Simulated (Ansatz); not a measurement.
# C4H9N: the cost of one run

Program: Ansatz 0.2.0. Level of theory: RKS B3LYP-D4/def2-mTZVP. These are calculated values, not measurements.

### 1 The starting structure

Bond lengths: C1–C2 1.460 Å, C2–C3 1.476 Å, C2–C4 1.374 Å, C4–N5 1.413 Å, C1–H6 1.050 Å, C1–H7 1.118 Å, C1–H8 1.134 Å, C3–H9 1.151 Å, C3–H10 1.096 Å, C3–H11 1.105 Å, C4–H12 1.032 Å, N5–H13 1.017 Å, N5–H14 1.058 Å. Angles (14 of 21 angles, heavy atoms first): C1–C2–C3 112.4°, C1–C2–C4 129.3°, C3–C2–C4 118.3°, C2–C4–N5 123.6°, C2–C1–H6 115.2°, C2–C1–H7 110.3°, C2–C1–H8 110.7°, C2–C3–H9 112.2°, C2–C3–H10 113.3°, C2–C3–H11 113.8°, C2–C4–H12 122.2°, N5–C4–H12 114.1°, C4–N5–H13 113.6°, C4–N5–H14 114.7°.

As a file:

```xyz
14

C    -1.2629   -0.2501    0.6588
C     0.1110   -0.1612    0.1743
C     1.0818   -0.7256    1.1319
C     0.5842    0.3389   -1.0149
N    -0.2468    0.8740   -2.0252
H    -1.5951   -1.2195    0.8861
H    -1.4030    0.4067    1.5527
H    -1.9852    0.1782   -0.1036
H     1.0864   -0.1572    2.1324
H     0.8915   -1.7777    1.3736
H     2.1299   -0.6743    0.7860
H     1.5854    0.3110   -1.2646
H     0.1969    1.6071   -2.5723
H    -1.1870    1.2205   -1.6865
```

### 2 Relaxing end A

The input, input.yaml:

```yaml
crystal:
  periodic: [false, false, false]
  atoms:
    - { symbol: C, position_ang: [-1.2629, -0.2501, 0.6588] }
    - { symbol: C, position_ang: [0.111, -0.1612, 0.1743] }
    - { symbol: C, position_ang: [1.0818, -0.7256, 1.1319] }
    - { symbol: C, position_ang: [0.5842, 0.3389, -1.0149] }
    - { symbol: "N", position_ang: [-0.2468, 0.874, -2.0252] }
    - { symbol: H, position_ang: [-1.5951, -1.2195, 0.8861] }
    - { symbol: H, position_ang: [-1.403, 0.4067, 1.5527] }
    - { symbol: H, position_ang: [-1.9852, 0.1782, -0.1036] }
    - { symbol: H, position_ang: [1.0864, -0.1572, 2.1324] }
    - { symbol: H, position_ang: [0.8915, -1.7777, 1.3736] }
    - { symbol: H, position_ang: [2.1299, -0.6743, 0.786] }
    - { symbol: H, position_ang: [1.5854, 0.311, -1.2646] }
    - { symbol: H, position_ang: [0.1969, 1.6071, -2.5723] }
    - { symbol: H, position_ang: [-1.187, 1.2205, -1.6865] }
basis:
  gaussian: { orbitals: def2-mTZVP }
hamiltonian:
  xc: b3lyp
  dispersion: d4
relax:
  f_tol: 0.015
  max_steps: 40
```

Started as:

```console
ansatz run input.yaml --threads 2 --pin off --max-ram 3072MiB --backend cpu --events-out ev --progress --plain --runs-dir out
```

Q: Estimate wall time and peak memory on 2 threads of Arm Neoverse V1, shared host.

About 64 s, with a peak of 0.26 GiB.
